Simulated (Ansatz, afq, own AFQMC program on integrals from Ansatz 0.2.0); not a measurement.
**Where AFQMC and coupled cluster stand for AlGa, singlet**

```xyz
2

Al    0.0000    0.0000    0.0000
Ga    0.0000    0.0000    4.8370
```

Basis cc-pVDZ. Noble-gas cores (and the filled d shells of Ga–Kr and In–Xe) are frozen. AFQMC by an in-house program on the Cholesky factors that Ansatz 0.2.0 writes for its CCSD(T) run. The CISD trial takes its coefficients from CCSD amplitudes. Released means that phaseless walkers are propagated on without the constraint, phases kept. Uncertainties: one standard error, sampling alone. No spin–orbit coupling.

Determinant: RHF, the one that the program's search chose, which needn't be the lowest solution. The geometry is a point of a scan.

Full CI on the same integrals is exact in this basis and with this determinant's frozen core.

Cautions: no relativity below Rb; no spin-orbit coupling; inner d shell frozen; higher spins were not checked; restricted determinant unstable towards unrestricted (UHF 1.32 eV lower, ⟨S²⟩ 1.03); strong correlation (T1 0.037, weight of the determinant 0.72, largest double 0.47); (T) is large, 7 % of the CCSD correlation; the CCSD(T) amplitudes may be one of several solutions (largest double 0.47); the CCSDT(Q) amplitudes may be one of several solutions (largest double 0.56); the CCSDTQ amplitudes may be one of several solutions (largest double 0.56); the released energies are still falling, so no released level is given (meV from the phaseless value at times in 1/Eh: -5 ± 6 at 0.24, -15 ± 5 at 0.51, -25 ± 5 at 0.99, -38 ± 4 at 1.62, -53 ± 3 at 2.40); CCSDTQ on the UHF determinant differs (93 meV higher), by its state or its frozen core.

* T1 diagnostic: 0.0367
* weight of the determinant in the CISD state: 0.724
* size of the correlated space: 6 electrons in 26 orbitals

| level | correlation energy (eV) |
| --- | --- |
| MP2 | -2.3894 |
| CCSD | -3.6042 |
| CCSD(T) | -3.8511 |

Q: Estimate where phaseless AFQMC with a CISD trial lies against CCSD(T) on the same integrals.

A: 1.89 ± 0.24 mEh above CCSD(T).

Reference: full CI, correlation energy -3.923 eV. The cautions show a poor starting determinant, so the rows tell how each method copes with it here, and full CI is the sure value.

| level | E − E(reference) (mEh) | share of correlation (%) |
| --- | --- | --- |
| CCSD(T) | 2.64 | 98.17 |
| CCSDT | 0.86 | 99.41 |
| CCSDT(Q) | 0.22 | 99.85 |
| CCSDTQ | 0.05 | 99.97 |
| ph-AFQMC/CISD | 4.53 ± 0.24 | 96.86 |

CCSDT and higher add their correlation energy to the determinant of the CCSD(T) run, since their own runs factorise the integrals more tightly (a shift of under 2 meV). A walk keeps the symmetry of its determinant, which the program's search chose and which needn't be the lowest solution, so a lower state of the same spin and another symmetry isn't excluded.
